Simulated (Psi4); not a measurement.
# SCAN/cc-pVTZ-F12 (density fitting, sweep point 2) run of NH3S (Thiohydroxylamine)

What is the vertical ionisation energy of NH3S (Thiohydroxylamine) at SCAN/cc-pVTZ-F12 (density fitting, sweep point 2)? 

Program for the calculation: Psi4 1.11.

### 1 The molecule

NH3S has 5 atoms, charge 0, and is taken as a singlet. SMILES: `NS`. Geometry: relaxed at GFN2-xTB. This is one conformer, not always the lowest.

Bond lengths: N1–S2 1.719 Å, N1–H3 1.015 Å, N1–H4 1.015 Å, S2–H5 1.338 Å. Angles: N1–S2–H5 95.5°, S2–N1–H3 109.8°, S2–N1–H4 109.7°, H3–N1–H4 108.9°.

### 2 The energy at SCAN/cc-pVTZ-F12 (density fitting, sweep point 2)

calc.inp

```
memory 1600 MB

molecule geom {
  0 1
  N     -0.30757182    -0.95884704    -0.43784954
  S      0.31798421     1.80349792     1.15335655
  H      0.02842148    -2.45794787     0.70945988
  H     -2.14670998    -0.99157709    -0.98116470
  H      2.10787611     2.60487408    -0.44382108
  units au
  symmetry c1
}

set basis cc-pVTZ-F12
set puream true
set scf_type df
set dft_radial_points 99
set dft_spherical_points 590

energy("scan")
print_variables()
```

Started as:

```console
$ psi4 calc.inp calc.out -n 1
```

calc.out:

```text
[...]
  Running in c1 symmetry.
[...]
  Nuclear repulsion =   57.857555782838908
[...]
  Multiplicity = 1
[...]
  Nalpha       = 13
  Nbeta        = 13
[...]
    Number of basis functions: 169
[...]
   @DF-RKS iter   1:  -454.51696713928595   -3.93992e-02   5.04851e-03 DIIS/ADIIS
[...]
   @DF-RKS iter   9:  -454.78682168294591   -6.19943e-08   5.42342e-07 DIIS
[...]
    Orbital Energies [Eh]
    ---------------------
    Doubly Occupied:
       1A    -88.534614     2A    -14.175924     3A     -7.868950
       4A     -5.815661     5A     -5.811085     6A     -5.804635
       7A     -0.868662     8A     -0.657246     9A     -0.472925
      10A     -0.420154    11A     -0.372110    12A     -0.242285
      13A     -0.223631
[...]
  @DF-RKS Final Energy:  -454.78682168294591
   => Energetics <=
    Nuclear Repulsion Energy =             57.8575557828389080
    One-Electron Energy =                -741.2283047722057745
    Two-Electron Energy =                 262.3264626044644388
    DFT Exchange-Correlation Energy =     -33.7425352980434283
    Empirical Dispersion Energy =           0.0000000000000000
    VV10 Nonlocal Energy =                  0.0000000000000000
    Total Energy =                       -454.7868216829459129
[...]
 Multipole Moments:
 ------------------------------------------------------------------------------------
     Multipole            Electronic (a.u.)      Nuclear  (a.u.)        Total (a.u.)
 ------------------------------------------------------------------------------------
 L = 1.  Multiply by 2.5417464519 to convert [e a0] to [Debye]
 Dipole X            :         -0.0343214           -0.1793958           -0.2137173
 Dipole Y            :          1.3404602           -1.7210766           -0.3806165
 Dipole Z            :          1.2035305           -1.2576994           -0.0541689
 Magnitude           :                                                    0.4398616
[...]
```

Run time: 27 s. Hardware: 1 thread of Intel Xeon 6975P-C (Granite Rapids), shared host; peak memory 1.4 GiB.

### 3 The doublet cation

calc.inp

```
memory 1600 MB

molecule molecule1 {
  1 2
  N     -0.30757182    -0.95884704    -0.43784954
  S      0.31798421     1.80349792     1.15335655
  H      0.02842148    -2.45794787     0.70945988
  H     -2.14670998    -0.99157709    -0.98116470
  H      2.10787611     2.60487408    -0.44382108
  units au
  symmetry c1
}

set {
  basis                cc-pVTZ-F12
  reference            uks
  puream               true
  scf_type             df
  dft_radial_points    99
  dft_spherical_points 590
  maxiter              150
}

energy("scan")
```

Started as:

```console
$ psi4 calc.inp calc.out -n 1
```

calc.out:

```text
[...]
  Running in c1 symmetry.
[...]
  Nuclear repulsion =   57.857555782838908
[...]
  Multiplicity = 2
[...]
  Nalpha       = 13
  Nbeta        = 12
[...]
    Number of basis functions: 169
[...]
   @DF-UKS iter   1:  -454.17960962789505    2.97958e-01   4.83623e-03 DIIS/ADIIS
[...]
   @DF-UKS iter  10:  -454.43354962041354   -4.55747e-08   5.62627e-07 DIIS
[...]
   @S^2 Observed:                7.589350556E-01
[...]
    Orbital Energies [Eh]
    ---------------------
    Alpha Occupied:
       1A    -88.912362     2A    -14.440408     3A     -8.238393
       4A     -6.189812     5A     -6.180682     6A     -6.176086
       7A     -1.155478     8A     -0.977074     9A     -0.741543
      10A     -0.712772    11A     -0.674040    12A     -0.586363
      13A     -0.506825
    Alpha Virtual:
      14A     -0.304809    15A     -0.241379    16A     -0.165310
      17A     -0.125697    18A     -0.114649    19A     -0.102036
      20A     -0.085994    21A     -0.067419    22A     -0.059646
      23A     -0.048788    24A     -0.046714    25A     -0.024764
[...]
  @DF-UKS Final Energy:  -454.43354962041354
   => Energetics <=
    Nuclear Repulsion Energy =             57.8575557828389080
    One-Electron Energy =                -732.9733595747798063
    Two-Electron Energy =                 254.1269579048509115
    DFT Exchange-Correlation Energy =     -33.4447037333234647
    Empirical Dispersion Energy =           0.0000000000000000
    VV10 Nonlocal Energy =                  0.0000000000000000
    Total Energy =                       -454.4335496204135438
[...]
 Multipole Moments:
 ------------------------------------------------------------------------------------
     Multipole            Electronic (a.u.)      Nuclear  (a.u.)        Total (a.u.)
 ------------------------------------------------------------------------------------
 L = 1.  Multiply by 2.5417464519 to convert [e a0] to [Debye]
 Dipole X            :          0.1119195           -0.1793958           -0.0674764
 Dipole Y            :          1.6884464           -1.7210766           -0.0326302
 Dipole Z            :          1.3205819           -1.2576994            0.0628825
 Magnitude           :                                                    0.0978366
[...]
```

It took 46 s on 1 thread of Intel Xeon 6975P-C (Granite Rapids), shared host; peak memory 1.4 GiB.

### 4 What came out

Level: SCAN/cc-pVTZ-F12 (density fitting, sweep point 2).

```
                                          quantity          value
                        singlet NH3S: total energy  -454.78682 Eh
                       singlet NH3S: dipole moment         1.12 D
                         singlet NH3S: HOMO energy       -6.09 eV
                         singlet NH3S: LUMO energy       -0.89 eV
                       singlet NH3S: HOMO–LUMO gap        5.19 eV
                      doublet cation: total energy  -454.43355 Eh
doublet cation: HOMO energy (highest over α and β)      -13.70 eV
 doublet cation: LUMO energy (lowest over α and β)      -12.94 eV
                              doublet cation: ⟨S²⟩          0.759
vertical ionisation energy (to the doublet cation)       9.613 eV
```

**Reading.** The vertical ionisation energy comes to 9.61 eV (222 kcal/mol). −ε(HOMO) before ionisation, 6.09 eV, is 3.53 eV below this ionisation energy.
